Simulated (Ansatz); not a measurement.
## CH3B (SMILES B[CH]): the electronic atomisation energy, rung by rung

The species is CH3B (5 atoms), meant as a triplet with charge 0. SMILES: `B[CH]`. Geometry: relaxed at GFN2-xTB.

Quantity: the electronic atomisation energy, in eV. The values are calculated. Electronic energies at fixed atoms, without zero-point motion or spin-orbit coupling.

```
          level                    kind  program  value (eV)  less FCI/STO-3G  CPU time (all runs)
     UHF/STO-3G            Hartree–Fock   Ansatz       17.67            -0.59               0.13 s
   UBLYP/STO-3G                     GGA   Ansatz       20.95            +2.69                2.4 s
   UPBE0/STO-3G           global hybrid   Ansatz       21.22            +2.96                1.5 s
 U-wB97X/STO-3G  range-separated hybrid   Ansatz       21.01            +2.75                7.3 s
 UB2PLYP/STO-3G           double hybrid   Ansatz       20.09            +1.83                1.7 s
    UMP2/STO-3G     perturbation theory   Ansatz       18.40            +0.14               0.15 s
UBCCD(T)/STO-3G   coupled cluster or CI   Ansatz       18.24            -0.02               0.45 s
   UCCSD/STO-3G   coupled cluster or CI   Ansatz       18.23            -0.03               0.32 s
     FCI/STO-3G      exact in the basis   Ansatz       18.26             0.00                  1 s
```

FCI/STO-3G is exact within its basis and frozen core, so for wave-function methods in that basis the difference is their error; functionals converge differently with the basis, so for them it is only a difference. The values span 17.67 to 21.22 eV. All rows use very small basis sets, so even the best lies far from the true value. CPU times are rough (shared hosts, several kinds of processor): they show what a rung costs within a factor of a few.
